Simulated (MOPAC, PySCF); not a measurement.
C2H3N, SMILES `CC#N`, neutral singlet in the gas phase. 

Cartesian coordinates (Å):
SMILES: CC#N
```xyz
6

C     -0.4882     0.0018    -0.0059
C      0.9708    -0.0036     0.0118
N      2.1288    -0.0078     0.0259
H     -0.8657    -0.8105    -0.6452
H     -0.8834    -0.1395     1.0114
H     -0.8622     0.9597    -0.3979
```
Charge 0, spin multiplicity 1.

All levels are single points at this geometry (B3LYP-D3(BJ)/def2-SVP); Pople sets use spherical d functions. Orbital energies aren't observables, and empty levels follow the basis.

```csv
level,HOMO (eV),LUMO (eV),gap (eV),dipole (D),"vertical IE, Delta-SCF (eV)"
B3LYP-D3(BJ)/def2-TZVP in PySCF,-9.19,0.44,9.63,4.01,12.20
PBE-D3(BJ)/def2-TZVP in PySCF,-8.07,-0.28,7.79,3.95,12.08
B3LYP/3-21G in PySCF,-8.98,1.25,10.23,3.60,–
B3LYP/6-311+G** in PySCF,-9.24,-0.33,8.91,4.06,–
M06-2X/6-31G* in PySCF,-10.59,2.37,12.96,3.81,–
HF/3-21G in PySCF,-12.46,5.73,18.19,3.92,–
HF/STO-3G in PySCF,-11.00,9.71,20.70,3.07,–
AM1 in MOPAC,-12.58,1.72,14.29,2.89,–
PM7 in MOPAC,-12.84,1.21,14.05,3.83,–
```
